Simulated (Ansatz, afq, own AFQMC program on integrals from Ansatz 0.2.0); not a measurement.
Two steps: Ansatz 0.2.0 writes the Fock matrix and Cholesky factors of the valence space, and afq projects on them the lowest state that overlaps trial and start.

```yaml
crystal:
  periodic: [false, false, false]
  atoms:
    - {symbol: Sb, position_ang: [0.000036, -0.000016, -0.012964]}
    - {symbol: H, position_ang: [1.587283, 0.013487, 0.526454]}
    - {symbol: H, position_ang: [-0.806950, 1.370107, 0.518114]}
    - {symbol: H, position_ang: [-0.784704, -1.381681, 0.521537]}
basis:
  gaussian: {orbitals: def2-SVP}
total_charge: 1
magnetization: {spin_polarized: true, initial_magnetization: 1}
correlation: {method: ccsd_t, electrons: outside_noble_gas, hamiltonian_folder: ham}
```

```sh
$ ansatz run in.yaml --threads 1 --pin off --events-out ev --progress --plain --max-ram 1382MiB
```

afq runs on the folder ham with

```
--method free --trial cisd --walkers 20 --time-step 0.02 --max-blocks 60 --target-error 0.00064 --factor-cut 1e-05 --seed 4021 --times 0.0,0.4,0.8,1.6,2.4 --taylor-order 10
```

Times are imaginary, in 1/Eh. The walk had a cap of 255 s. Filled inner d shells are frozen with the cores. Core potentials past Kr, no spin–orbit coupling.

afq prints:

```
orbitals 32  electrons 4 3  factors 263 of 487
reference energy -240.66638112 Eh
CCSD correlation -0.11082173 Eh in 10 cycles, weight of the determinant in the CISD state 0.9285
repeat  energy at the last time / Eh  error
    10  -240.779702  0.000385
    20  -240.780045  0.000269
    30  -240.780020  0.000260
time / (1/Eh)  energy / Eh  error  mean overlap
  0.00  -240.777279  0.000117  1.0783
  0.40  -240.778778  0.000118  1.0813
  0.80  -240.779653  0.000167  1.0618
  1.60  -240.780254  0.000233  1.0501
  2.40  -240.780020  0.000251  1.0626
energy -240.780020 +/- 0.000251 Eh
```

The run passed its tests (error under three times the target), which doesn't prove that it has relaxed.

Against this walk (error 6.8 meV) on the same determinant: CCSD(T) 16.7 meV higher, CCSDT(Q) 2.2 meV lower (within the noise). The error is statistical, and a free projection of finite length keeps a remainder of its start.

Cautions: remainder of the start not in the error; no spin-orbit coupling; inner d shell frozen; so few walkers bias the energy.

The walk took 16 s on 1 thread of Arm Neoverse V1 (shared host). The log's last line is the free-projection energy.

CCSDT and higher add their correlation energy to the determinant of the CCSD(T) run, since their own runs factorise the integrals more tightly (a shift of under 2 meV). A walk keeps the symmetry of its determinant, which the program's search chose and which needn't be the lowest solution, so a lower state of the same spin and another symmetry isn't excluded.
